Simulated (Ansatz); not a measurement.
C3H6FNO, SMILES `C=C(N)OCF` from Hartree–Fock to CCSD(T)

Cartesian coordinates in Å:
```
C 1.429 0.004 1.054
C 0.183 0.025 0.596
N -0.843 -0.855 0.909
O -0.214 0.987 -0.304
C -0.540 0.537 -1.571
F 0.597 0.322 -2.307
H 2.169 0.663 0.627
H 1.719 -0.672 1.847
H -1.712 -0.394 1.138
H -0.589 -1.544 1.598
H -1.091 -0.407 -1.534
H -1.108 1.335 -2.052
```

Charge 0, multiplicity 1. The geometry is a stationary point of PBE0-D4/def2-TZVP. It is one conformer, not always the lowest. Frozen core, restricted reference, Ansatz 0.2.0. CBS rows extrapolate triple and quadruple zeta; past MP2 they add the triple-zeta difference.

```tsv
basis	HF (Eh)	MP2 corr.	CCSD corr.	(T)	CCSD(T) total
def2-SVP	-345.54953	?	?	-0.02744	?
def2-TZVPP	-345.96280	-1.18330	-1.21307	-0.04787	-347.22374
def2-QZVPP	-345.97841	?	–	–	–
CBS(def2)	?	-1.34036	-1.37013	as TZ	?
```

Task: Fill in the withheld values. (Estimate.)

Result: Ansatz gave: def2-SVP MP2 corr.: -0.93384; def2-SVP CCSD corr.: -0.97903; def2-SVP CCSD(T) total: -346.55600; def2-QZVPP MP2 corr.: -1.27352; CBS(def2) HF (Eh): -345.98056; CBS(def2) CCSD(T) total: -347.39856.
